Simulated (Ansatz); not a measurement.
Basis-set extrapolation for `NC1=CS1` (PBE0-D4/def2-TZVP geometry, frozen core, Ansatz 0.2.0). Multiplicity 1, RHF reference.

```csv
,def2-TZVPP,def2-QZVPP
HF,-529.422985,-529.440633
MP2 correlation,-0.694512,-0.745433
CCSD(T) correlation,-0.753912,not run
```

Energies in hartree. Use E(X) = E(∞) + A·exp(−7.88·√X) for Hartree–Fock and E(X) = E(∞) + B·X^(−2.97) for correlation, with X = 3 and 4, and add CCSD(T) minus MP2 of the smaller set to the MP2 limit.

Problem. What is the CCSD(T) energy at the basis-set limit?

Solution. HF limit: -529.440633 + (-0.017648) × 0.13774 = -529.44306. MP2 limit: -0.745433 + (-0.050921) × 0.74074 = -0.78315. Higher-order term: -0.753912 − (-0.694512) = -0.05940. Total: -530.28561 hartree, 285.4 kJ/mol below CCSD(T)/def2-TZVPP.
